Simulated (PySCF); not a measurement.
Gas-phase reaction: 3 HPO2 + 2 H = 2 HPO3 + PH3

Computed with PySCF (xtb for GFN2) and rigid-rotor harmonic-oscillator thermochemistry at 1 bar. † marks an energy on the PBE0/def2-TZVP geometry and frequencies; other levels use their own. MP2 and CCSD(T) freeze the core. 6-31G* has spherical d functions here. Open shells (unrestricted): H (multiplicity 2); the rest are closed-shell singlets. GFN2 has no spin-polarisation term. B3LYP is the form with VWN-RPA correlation. HPO2, HPO3: computed as isolated molecules; such fragments, hydroxides, amides, oligomers or adducts are transient or little studied in the gas. MP2 isn't extrapolated to the basis-set limit; its ΔH°(298 K) is -387.7 kJ in def2-SVP and -443.0 kJ in def2-TZVPP. CCSD(T) isn't extrapolated to the basis-set limit; its ΔH°(298 K) is -391.7 kJ in def2-SVP and -449.2 kJ in def2-TZVPP. The harmonic model lacks anharmonicity and excited electronic states, which grow with temperature; levels with a mode under 35 cm⁻¹ are left out. Internal rotation in HPO2, HPO3 is treated as a harmonic vibration of one conformer, which makes the entropy rough.

```tsv
level	ΔE electronic, kJ	ΔH°(298 K), kJ	ΔS°(298 K), J/K	ΔG°(2000 K), kJ
B3LYP/6-31G*	-450	-415	-244	109
BLYP/def2-TZVP†	-447	-412	-245	115
CCSD(T)/def2-TZVPP†	-484	-449	-245	78
GFN2-xTB	-454	-421	-241	94
HF/6-31G*	-381	-343	-247	190
MP2/def2-TZVPP†	-478	-443	-245	84
PBE/def2-SVP	-438	-405	-243	115
LDA/def2-TZVP†	-540	-506	-245	22
ωB97M-V/def2-TZVP†	-466	-432	-245	95
ωB97X-V/def2-TZVP†	-496	-461	-245	66
```
ΔH° is lowest at LDA/def2-TZVP† and highest at HF/6-31G*. No reference value is set beside these.
